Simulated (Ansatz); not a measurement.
Other spins and charges of B–SiH–F, quartet at one geometry

Geometry (PBE0/def2-TZVP stationary point for this spin, not checked as a minimum):

```xyz
4

B     0.0000   -0.5010    1.7973
Si    0.0000    0.3616    0.1670
F     0.0000   -0.3453   -1.2616
H     0.0000    1.8072   -0.1500
```

Basis cc-pVDZ; Ansatz 0.2.0. Correlated methods freeze the noble-gas cores. Prefix R: restricted or restricted open-shell reference; prefix U: unrestricted.

Gaps are energies of the second state less the first, at fixed atoms, for a selection of the levels run; each method lands on the state that its own search finds for that charge and spin.

For open shells CISD is restricted-active-space CI with the open shells as a complete middle space.

PBE gives 12.525 eV for removing an electron, to the quintet. Estimate what UCCSDT(Q) gives in cc-pVDZ.

UCCSDT(Q) in cc-pVDZ gives 12.835 eV, so against it PBE is off by -0.310 eV, of which a good part can be the reference's own basis and frozen-core error.

Large singles or doubles amplitudes warn of static correlation in the B–SiH–F⁺ quintet.

| level | gap (eV) | error (meV) |
| --- | --- | --- |
| CISD | 12.994 | 159 |
| RCCSD | 12.937 | 102 |
| RCCSDT | 12.847 | 12 |
| UCCSDT | 12.846 | 11 |
| RCCSDT(Q) | 12.848 | 13 |
| r2SCAN | 12.665 | -170 |
| B3LYP | 12.938 | 103 |
| wB97M-V | 13.088 | 253 |
| B2PLYP | 12.935 | 100 |
| RPA-PBE | 12.747 | -88 |

Removing an electron, to the triplet: 8.233 eV at UCCSDT(Q).

```tsv
level	gap (eV)	error (meV)
RHF	7.832	-401
UHF	7.826	-407
RMP2	8.222	-11
UMP2	8.209	-24
CISD	8.164	-69
RCCSD	8.220	-13
UCCSD	8.219	-14
RCCSD(T)	8.233	0
UCCSD(T)	8.232	-1
BCCD(T)	8.231	-2
RCCSDT	8.232	-1
UCCSDT	8.232	-1
RCCSDT(Q)	8.234	1
PBE	8.416	183
r2SCAN	8.534	301
PBE0	8.474	241
B3LYP	8.305	72
wB97M-V	8.269	36
B2PLYP	8.188	-45
PBE-QIDH	8.432	199
RPA-PBE	8.274	41
```

Sextet less quartet: 7.155 eV at UCCSDT(Q).

| level | gap (eV) | error (meV) |
| --- | --- | --- |
| RHF | 6.712 | -443 |
| RCCSD | 7.186 | 31 |
| UCCSD | 7.182 | 27 |
| UCCSD(T) | 7.166 | 11 |
| RCCSDT | 7.158 | 3 |
| PBE | 6.765 | -390 |
| PBE0 | 6.992 | -163 |
| B3LYP | 7.207 | 52 |
| wB97M-V | 7.421 | 266 |
| RPA-PBE | 7.047 | -108 |

In so small a basis the reference is far from its limit while semilocal and hybrid functionals are nearer theirs (RPA and double hybrids share much of the reference's basis error), so the functionals' errors here hold much of the reference's basis and frozen-core error, which can add to them or hide them.

Full CI isn't at hand for all of this; UCCSDT(Q) serves as the reference, and is uncertain by about the last step of the cluster series. The frozen core follows each run's orbitals, which can shift R against U totals by a few meV.
